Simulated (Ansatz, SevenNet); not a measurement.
Elastic constant C13 (GPa) of solids drawn from the class of elemental solids other than molecular ones, at two levels: the machine-learned potential SevenNet-l3i5 (trained on PBE and PBE+U data), and PBE (Ansatz, a first-principles code, plane waves, PAW).

| solid | SevenNet-l3i5 | PBE | shift (%) |
|---|---|---|---|
| hcp Zn | 42.9 | 43.0 | +0.2 |
| hcp Re | 277 | 217 | -22 |
| hcp Tc | 243 | 186 | -23 |
| hcp Lu | 38.1 | 22.0 | -42 |
| hcp Y | 32.9 | 21.1 | -36 |
| body-centred tetragonal In | 33.3 | 33.8 | +1.5 |
| hcp Sc | 40.3 | 27.4 | -32 |
| hcp Zr | 86.1 | 66.1 | -23 |
| hcp Mg | 30.3 | 19.9 | -34 |
| hcp Os | 321 | 215 | -33 |

The shifts run from -42 % to +1.5 %, with a median of -28 %.

Over all 10 rows PBE is the larger in 2.

Ansatz's runs of these crystals have no spin polarisation.

Spin–orbit coupling is left out, also for the solids with elements from indium on (hcp Re, hcp Lu, body-centred tetragonal In, hcp Os); its size isn't shown.

Each level is taken at its own relaxed cell. Ansatz's density-functional and Hartree–Fock values are scalar-relativistic unless marked +SOC, with PAW data made under PBE.
